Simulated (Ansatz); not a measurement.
## How far each method lies from full CI for GeH₂, singlet

Geometry: displaced at random from a stationary point.

```yaml
atoms:
  - { symbol: Ge, position_ang: [-0.0006, -0.0306, 0.0009] }
  - { symbol: H, position_ang: [-0.0015, 1.0741, -1.1438] }
  - { symbol: H, position_ang: [0.0465, 1.1334, 1.0806] }
```

Basis cc-pVDZ; Ansatz 0.2.0. Only valence electrons are correlated (noble-gas cores and the filled d shells of p-block atoms frozen), which leaves 6 electrons in 23 orbitals. R marks a restricted (for open shells ROHF) determinant, U an unrestricted one. Active spaces: valence = (6e, 6o) chosen from the atoms' valence shells. No spin–orbit coupling is included, and no scalar relativity.

Full CI is exact within this basis and frozen core; it isn't the basis-set limit. The frozen core follows each run's orbitals, which can shift R against U totals by a few meV for light atoms and by up to 0.1 eV past Ca.

* UHF ⟨S²⟩: 0.207
* T1 diagnostic (RCCSD): 0.0129
* largest doubles amplitude (RCCSD): 0.091

```tsv
level	E − E(RHF) (eV)
RMP2	-2.2804
RCCSD	-2.9971
RCCSD(T)	-3.0513
```

**Question.** Estimate how far full CI in cc-pVDZ lies from RCCSD(T). The table doesn't fix it; the size of (T) and the diagnostics are the guide.

**Answer.** Full CI in cc-pVDZ lies 0.38 kcal/mol below RCCSD(T), which is 31 % of the (T) step (-1.25 kcal/mol). RHF is unstable towards spin polarisation, and the rest is a large part of (T).

The other levels:

| level | E − E(full CI) (kcal/mol) | share of correlation (%) | wall time |
| --- | --- | --- | --- |
| CISD | 4.49 | 93.66 | 0.48 s |
| BCCD(T) | 0.38 | 99.46 | 0.39 s |
| RCCSDT | 0.06 | 99.91 | – |
| RCCSDT(Q) | 0.01 | 99.98 | 0.81 s |
| RCCSDTQ | 0.00 | 100.00 | 3.5 s |
| CASSCF (valence space) | 40.22 | 43.15 | – |
| NEVPT2 (valence space) | 12.25 | 82.68 | 0.81 s |
| NEVPT4(SD) (valence space) | 1.84 | 97.40 | 1 s |
| MRCISD (valence space) | 1.50 | 97.88 | – |
| MRCISD+Q (valence space) | 0.05 | 99.92 | 1.1 s |

The correlation energy at full CI, counted from RHF, is -3.068 eV. That run took 6 s on 1 thread of Arm Neoverse V2, shared host over 1,573,121 determinants.

Run but not shown, since their state or frozen core can't be matched to the reference's or they repeat it: UHF.

Times hold each run's SCF and search for its determinant on a shared host, so for small cases they say little of a method's own cost; they ran on 1 thread of Arm Neoverse V2.

The full-CI state has the irrep A' of Cs, in the program's axes.

Natural occupations of full CI about the gap: 1.962 1.946 1.907 0.054 0.043 0.028 0.011 0.008 0.008 0.007; effectively unpaired electrons, Σ n²(2−n)², 0.07.
